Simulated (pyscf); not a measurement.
Thermochemistry of product channels of H₂B–O–AlH₂ (SMILES B[O][AlH2]) + HF (SMILES F) on the singlet surface, in eV, from CCSD(T)/def2-TZVPP + ΔMP2(QZVPP) energies (ideal gas, 1 atm, RRHO with modes under 100 cm⁻¹ raised to 100, one conformer, R ln 2 for chiral ones without a mode under 150 cm⁻¹). Optimised with ωB97X-D3(BJ)/def2-SVP in PySCF. MP2 and CC: frozen core, UHF for open shells. ΔMP2 is the change of the MP2 total energy from the triple- to the quadruple-zeta basis.

```json
[
 {"products": "F–AlH₂ (SMILES [F][AlH2]) + H₂B–OH (SMILES BO)", "ΔE": "-0.50", "ΔH(298 K)": "-0.46", "ΔG(298 K)": "-0.49", "ΔG(600 K)": "-0.50"},
 {"products": "HO–AlH₂ (SMILES [OH][AlH2]) + H₂B–F (SMILES BF)", "ΔE": "0.00", "ΔH(298 K)": "+0.01", "ΔG(298 K)": "-0.03", "ΔG(600 K)": "?"}
]
```

Complete the blanks.


- HO–AlH₂ (SMILES [OH][AlH2]) + H₂B–F (SMILES BF), ΔG(600 K): -0.06

These are energies of the channels, which say nothing of barriers. The CCSD(T) − MP2 part came from Ansatz, without density fitting, on the same reference.
